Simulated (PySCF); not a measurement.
An unknown shows these calculated signals:

¹H NMR (400 MHz, computed): δ 5.95 (ddd, J = 17.4, 11.2, 10.0 Hz, 1H), 5.37 (d, J = 17.4 Hz, 1H), 5.13 (d, J = 11.2 Hz, 1H), 2.13 (d of sept, J = 10.0, 6.9 Hz, 1H), 1.05 (d, J = 6.9 Hz, 6H).

¹³C{¹H} NMR (computed): δ 155.8 (CH), 118.4 (CH2), 40.3 (CH), 25.4 (CH3).

One conformer, no solvent, fast rotation and ring inversion assumed for equivalent nuclei, relativity neglected. B3LYP/pcJ-1 coupling constants (without the spin–dipole term); σ from GIAO-PBE0/pcSseg-1; GFN2-xTB geometry; PySCF.

References, each an isolated molecule treated in the same way: TMS for ¹H (31.72 ppm), ¹³C (186.93 ppm).

Which of these does the molecule contain: a non-aromatic C=C double bond, a (CH3)2CH unit, a vinyl group CH=CH2, a nitrile, a C≡C triple bond, an S-methyl group?

Answers


- A non-aromatic C=C double bond: yes.
- A (CH3)2CH unit: yes (δC 25.4, 40.3; δH 1.05 (d), 2.13 (d of sept)).
- A vinyl group CH=CH2: yes (δC 118.4, 155.8; δH 5.37 (d), 5.13 (d), 5.95 (ddd)).
- A nitrile: no.
- A C≡C triple bond: no.
- An S-methyl group: no.

The data belong to `C(C=C)(C)C`, C5H10; they needn't prove each group on their own.

Carbon signals by region: 2 in the sp2 and nitrile region (100–160 ppm), 2 below 50 ppm.

Splittings below 1 Hz are ignored in the labels, and close J values are merged. Unscaled 3J(H,H) at this level run about 10 % above measured values. Shifts are as computed. Against solution values, carbons near 30 ppm lie about +3 ppm off and those near 130 ppm about +5 ppm. Of 1211 compounds with measured shifts, 218 miss one by over three times the rms of a fit or turn the order of signals round; such compounds aren't used in these exercises. Couplings across =CH–CH2 type bonds come from one rotamer and its mirror image, and can be 1–2 Hz further off. Vicinal couplings across rotatable single bonds and in flexible rings belong to the one computed conformer; a conformer average would change them.
